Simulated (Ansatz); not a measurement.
## Worked example: the barrier

An elementary step of SiH4ClF, singlet (SiH₂ClF ([F][SiH2][Cl]) + H₂ → SiH₃Cl ([SiH3][Cl]) + HF; bonds formed: Si1–H7, F2–H6; bonds broken: Si1–F2, H6–H7). “Start” is the structure reached by relaxing down from the saddle towards the reactants; PBE0-D4/def2-TZVP structures. The saddle:

Si1  (-0.263, -0.256, -0.233)
F2  (0.399, 0.350, 1.476)
H3  (-0.265, -0.317, -1.719)
H4  (-0.136, -1.644, 0.244)
Cl5  (-2.040, 0.705, 0.094)
H6  (1.098, 0.611, 0.563)
H7  (1.206, 0.553, -0.424)
(Å)

Program: Ansatz 0.2.0. Basis: def2-TZVPP and def2-QZVPP. Cores are frozen in the correlated methods.

Energies in eV:

| quantity | saddle | start |
| --- | --- | --- |
| Hartree–Fock, triple zeta (X = 3) | -23135.97586 | -23139.43354 |
| Hartree–Fock, quadruple zeta (X = 4) | -23136.71458 | -23140.18916 |
| MP2 correlation, X = 3 | -16.85405 | -16.14683 |
| MP2 correlation, X = 4 | -18.38593 | -17.66370 |
| CCSD(T) correlation, X = 3 | -18.40299 | -17.71209 |

Problem. Work out the barrier at the basis limit: extrapolate Hartree–Fock as E(X) = E∞ + A exp(−7.88 √X) and the MP2 correlation as E(X) = E∞ + B X^−2.97 (the exponents that Neese and Valeev fitted for def2-TZVPP and QZVPP), then add CCSD(T) − MP2 in triple zeta.

Solution. Each step is linear, so take the differences first (saddle − start): Hartree–Fock 3.45768 (X = 3) and 3.47458 (X = 4); MP2 correlation -0.70722 and -0.72223; CCSD(T) correlation -0.69090.
Two points give E∞ = E(4) + w [E(4) − E(3)], with w = 1/(exp(7.88 (2 − √3)) − 1) = 0.1377 for Hartree–Fock and w = 1/((4/3)^2.97 − 1) = 0.7407 for the correlation.
Hartree–Fock: 3.47458 + 0.1377 × 0.01690 = 3.4769 eV.
MP2 correlation: -0.72223 + 0.7407 × (-0.01501) = -0.7333 eV.
CCSD(T) − MP2: -0.69090 − (-0.70722) = 0.0163 eV.
Sum: 3.4769 + (-0.7333) + 0.0163 = 2.7599 eV, or 63.64 kcal/mol. Plain CCSD(T) in triple zeta gives 2.7668 eV, so the larger basis shifts the result by -0.0069 eV.

The T1 diagnostic stays at or below 0.012.

Labels in which every atom is bracketed show which atoms are joined, not bond orders.

For scale, one of the runs: CCSD(T)/def2-TZVPP, 171 basis functions, launched by `ansatz run in.yaml --threads 2 --pin off --events-out ev --progress --plain --max-ram 4352MiB`. The run took 27 s on 2 CPU threads of an Arm Neoverse V1 (shared host), with 1.4 GiB of host memory at its peak.
